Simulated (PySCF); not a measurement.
**Basis-set dependence of SiCl⁺ at CCSD(T)**

PySCF, RHF reference; singlet, unpaired electrons none; De to Si⁺ + Cl without counterpoise correction. Frozen cores follow the default of each basis and core potential.

```
      basis     relativity  functions  Re (Å)  ωe (cm⁻¹)  De (eV)  frozen orbitals
     STO-3G  no relativity         18   2.033        684      n/a               10
    pcseg-1  no relativity         36   1.968        669     4.54               10
def2-TZVPPD  no relativity         99   1.959        674     5.07               10
```

How does each smaller set differ from the one with most functions, def2-TZVPPD?

STO-3G: +7.4 pm, +1.5 % in ωe; pcseg-1: +0.9 pm, -0.7 % in ωe, -0.53 eV in De. All at CCSD(T); the set with most functions is neither the basis-set limit nor always the best.

Correlated steps freeze 10 core orbitals. Correlated levels converge slowly with the basis: in double zeta they bind strong bonds too weakly, by up to about 1 eV, and carry superposition errors of some tenths. For an ion De counts to the pair picked by the measured ionisation energies or electron affinities, which need not be the lowest pair at this level. Where the molecule has an RHF reference, its open-shell atoms are computed with UHF. The CCSD T1 diagnostic is raised in SiCl⁺, a sign that a single reference may not be enough there. STO-3G is very small, so such numbers show the basis as much as the molecule.
